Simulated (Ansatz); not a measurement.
The first iterations of a band of BH$_{5}$SSi (8 atoms, charge 0, multiplicity 1).

All numbers below come from Ansatz 0.2.0, RKS PBE/cc-pVDZ.

```
movable images  : 9
climbing image  : yes
spring          : 5.0 eV/Å²
optimiser       : quadratic models (default)
start path      : IDPP
force threshold : 0.05 eV/Å
iteration limit : 49
end points      : relaxed
```

First end point:

```xyz
8
Properties=species:S:1:pos:R:3
B -1.199 1.104 -0.582
S -1.257 -0.424 0.354
Si 0.890 -0.896 0.462
H -0.149 1.579 -0.964
H -2.267 1.629 -0.811
H 1.614 0.188 1.215
H 1.452 -1.031 -0.928
H 1.008 -2.205 1.199
```

Last end point:

```xyz
8
Properties=species:S:1:pos:R:3
B -1.544 -0.023 -0.788
S -0.856 0.887 0.596
Si 1.181 0.051 0.635
H -0.890 -0.839 -1.402
H -2.696 0.229 -1.069
H 1.900 0.717 1.780
H 1.880 0.357 -0.663
H 1.118 -1.436 0.856
```

| iteration | highest image above the first end (eV) | largest band force component (eV/Å) |
| --- | --- | --- |
| 1 | 0.198 | 0.817 |
| 2 | 0.047 | 0.549 |

Problem. Does the band converge within its limit, and where does its top end?

Solution. It converged. It ended after 5 iterations with the highest image 0.008 eV above the first end. The top lies less than 8 meV above the higher end, about what the thresholds resolve: that end is a shoulder or a very shallow well. A vibrational analysis at the climbing image gives no mode beyond 40i cm⁻¹: the surface is too flat there to confirm a saddle point.

Run time: 96 s on 1 thread of Arm Neoverse V2 (shared host), peak memory 0.11 GiB.
